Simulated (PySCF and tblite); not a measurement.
Values are calculated unless marked as measured or tabulated.
Methoxyacetonitrile, C₃H₅NO, numbered as in [CH3:1][O:2][CH2:3][C:4]#[N:5].

The ensemble was built from 60 distance-geometry starts (ETKDG and KDG, MMFF94s, GFN2-xTB) and rests on GFN2-xTB geometries. Energies: PBE0-D3(BJ)/def2-SVP (IEF-PCM, water), with GFN2-xTB thermal terms (modes under about 100 cm⁻¹ blended into free rotors). Symmetry numbers and mirror images are counted. Conformers within 3 kcal/mol (GFN2-xTB free energy) were kept, 10 at most. GIAO shieldings: KT2/pcSseg-1 (IEF-PCM, water). Shifts are against TMS (¹H), TMS (¹³C) at the same level. Run with PySCF (density fitting) and tblite.

**Question.** What shifts does this protocol give at 298.15 K under fast conformational exchange?

**Answer.** ¹H: 4.74 (H3, 2H), 3.78 (H1, 3H) ppm. ¹³C: 114.1 (C4), 62.0 (C1), 61.3 (C3) ppm.

**Question.** How do the conformers differ?

**Answer.** Torsions listed: C1–O2–C3–C4. Of a mirror pair one member is shown.
```csv
conformer,shape,weight %
1,66°,88.8
2,180°,11.2
```

```json
{"signal": "H1", "1": "3.78", "2": "3.75", "average": "3.78"}
{"signal": "H3", "1": "4.77", "2": "4.55", "average": "4.74"}
{"signal": "C1", "1": "61.9", "2": "63.2", "average": "62.0"}
{"signal": "C3", "1": "61.3", "2": "61.1", "average": "61.3"}
{"signal": "C4", "1": "114.0", "2": "115.1", "average": "114.1"}
```

Shifts are unscaled: against experiment ¹³C can be off by 15 ppm or more and ¹H by 0.8 ppm.
